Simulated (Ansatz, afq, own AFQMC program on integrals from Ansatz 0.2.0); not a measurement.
## Al, doublet → Al, quartet

A free Al atom.

E(quartet, charge +0) − E(doublet, charge +0) at this geometry, on UHF and UHF determinants.

Basis cc-pVTZ. Noble-gas cores (and the filled d shells of Ga–Kr and In–Xe) are frozen. AFQMC by an in-house program on the Cholesky factors that Ansatz 0.2.0 writes for its CCSD(T) run. The CISD trial takes its coefficients from CCSD amplitudes. Released means that phaseless walkers are propagated on without the constraint, phases kept. Free projection: walkers drawn from exp(T), propagated without any constraint. Its projection time is finite, and what remains of the start isn't in its error. ± is one standard error of the sampling. The errors of all members are added in quadrature.

Full CI on the same integrals is exact in this basis and with this determinant's frozen core.

The best estimate is CCSD(T) at the basis-set limit (CBS: def2-TZVPP and def2-QZVPP, with their diffuse functions for anions and beside diffuse sets, CCSD(T) itself extrapolated) plus the step from CCSD(T) to full CI in cc-pVTZ. Rows without CBS are in cc-pVTZ; B2PLYP and the wave-function rows carry a basis error of their own. Core correlation and relativity beyond core potentials are missing, and ± holds the sampling alone.

Cautions: Al (quartet): another spin lies lower; core correlation is missing, and it shifts such a gap most where an s electron is promoted.

Best estimate: 334.5 kJ/mol.

```
         level  vertical spin gap (kJ/mol)  error against the best estimate (kJ/mol)
            HF                       232.3                                    -102.2
           MP2                       302.6                                     -31.9
          CCSD                       328.8                                      -5.7
       CCSD(T)                       331.5                                      -3.0
 ph-AFQMC/CISD                 332.2 ± 0.2                                -2.2 ± 0.2
released AFQMC                 332.7 ± 0.3                                -1.7 ± 0.3
    free AFQMC                 332.4 ± 0.2                                -2.1 ± 0.2
           FCI                       332.5                                      -1.9
        HF/CBS                       230.0                                    -104.5
       MP2/CBS                       309.7                                     -24.7
   CCSD(T)/CBS                       333.4                                      -1.1
           PBE                       344.2                                       9.7
        r2SCAN                       306.6                                     -27.8
          PBE0                       332.5                                      -2.0
         B3LYP                       367.5                                      33.0
       wB97M-V                       379.2                                      44.7
        B2PLYP                       355.6                                      21.1
```

Correlation beyond CCSD(T) adds 1.1 kJ/mol. Going to the basis-set limit adds 1.9 kJ/mol at CCSD(T). The perturbative (T) step is worth +2.7 kJ/mol.

Best estimates are given only where the step beyond CCSD(T) is under 0.3 eV and no member's determinant is very poor (T1 over 0.05, or 0.07 for open shells, ⟨S²⟩ too high by 0.3, two states mixed), so the hardest cases are missing from such tables.

The functionals ran in a triple-zeta set and keep a basis error of their own, a few kJ/mol for each bond in atomization energies and more for double hybrids, so close places among them and the extrapolated levels can swap.

Free projections are given only where their last times agree within the noise and don't stop above the reference; a slow remainder of the start can still hide under it. Each member of a difference takes its own highest rung, so a best estimate needn't equal the limit plus the step of one row. A walk keeps the symmetry of its determinant, which the program's search chose and which needn't be the lowest solution, so a lower state of the same spin and another symmetry isn't excluded. Released energies are given only where the last usable release times agree within the noise; a slower fall can still hide under it.
